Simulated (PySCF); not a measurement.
C₃H₅N.
InChI=1S/C3H5N/c1-2-3-4/h2-4H,1H2/b4-3-

Torsions of this conformer, `[H]/[N:4]=[CH:3]\[CH:2]=[CH2:1]`: C1–C2–C3–N4 180°.

The closed-shell ground state was solved at several levels (PySCF, density fitting, gas phase, non-relativistic). Geometry: PBE0-D3(BJ)/def2-SVP, one conformer, isolated molecule.

```tsv
level	basis functions	HOMO (eV)	LUMO (eV)	gap (eV)	dipole (D)
B3LYP/pcJ-1	158	-7.47	-1.60	5.87	2.65
PBE0/pcSseg-1	93	-7.75	-1.41	6.34	2.66
```

Task: What might PBE0/def2-SVPD (120 basis functions) give for the same quantities?

Result: HOMO -7.79 eV, LUMO -1.49 eV, gap 6.30 eV, dipole 2.69 D.

Task: Over all these levels, which gives the widest orbital gap and which the narrowest?

Result: PBE0/pcSseg-1 (global hybrid, 25 % exact exchange) has the widest, 6.34 eV, and B3LYP/pcJ-1 (global hybrid, 20 % exact exchange) the narrowest, 5.87 eV. Functional and basis both differ between the two, so the spread mixes both effects.

Task: How far do the dipole and the HOMO energy spread over the levels?

Result: The dipole runs from 2.65 to 2.69 D (mean 2.67 D) and the HOMO from -7.79 to -7.47 eV.
